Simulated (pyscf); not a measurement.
Elementary routes open to PH₂• + germane (GeH₄) in the gas phase (doublet surface):
A. H₂P–GeH₃ + H atom (H•) (Ge–H broken; Ge–P formed)
B. PH₃ + GeH₃• (Ge–H broken; H–P formed)

PySCF, gas phase, ωB97X-D3(BJ)/def2-SVP geometries. MP2 and CC: frozen core, UHF for open shells. ΔMP2 is the change of the MP2 total energy from the triple- to the quadruple-zeta basis.

Question: Rank the routes by free-energy barrier at 298 K, lowest first, for CCSD(T)/def2-TZVPP + ΔMP2(QZVPP) energies (ideal gas, 1 atm, RRHO with modes under 100 cm⁻¹ raised to 100, one conformer, R ln 2 for chiral ones without a mode under 150 cm⁻¹).

Answer: B (63.5 kJ/mol), A (150.2 kJ/mol)

Route B is the fastest of these, ahead of the next by 86.7 kJ/mol. The most stable products are those of B (ΔG = +14.4 kJ/mol), so kinetics and thermodynamics agree. At 1200 K B is still the fastest. Only these routes are compared; each barrier is that of the saddle found, and lower ones may exist. The CCSD(T) − MP2 part came from Ansatz, without density fitting, on the same reference. The frozen core leaves the outer d or s,p core shells of the metals and heavy elements correlated in the MP2 and CC values, and def2-TZVPP describes them poorly, which can shift differences by a few kcal/mol. Elements up to Kr have no core potential and no relativistic terms here.
